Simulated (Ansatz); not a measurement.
C2H4ClF (`FCCCl`). The species carries charge 0 and has multiplicity 1.

```xyz
8

F     0.2770   -1.6819    0.4386
C     0.1785   -0.3317    0.6819
C    -0.0358    0.4273   -0.5954
Cl   -1.6304    0.1014   -1.3109
H    -0.6454   -0.1676    1.3815
H     1.1172   -0.0002    1.1410
H     0.7153    0.1540   -1.3361
H     0.0235    1.4987   -0.4006
```

Task: Give the diagnostics of a CCSD(T)/def2-TZVPP run (frozen core, Ansatz). (Estimate.)

Result: Ansatz gave: T1 = 0.0096, largest single amplitude 0.008, largest double 0.017, (T) share of the correlation energy 3.5 %, 8 CCSD cycles. The RHF solution is stable towards an unrestricted one. T1 lies under the customary mark of 0.02 for closed shells.
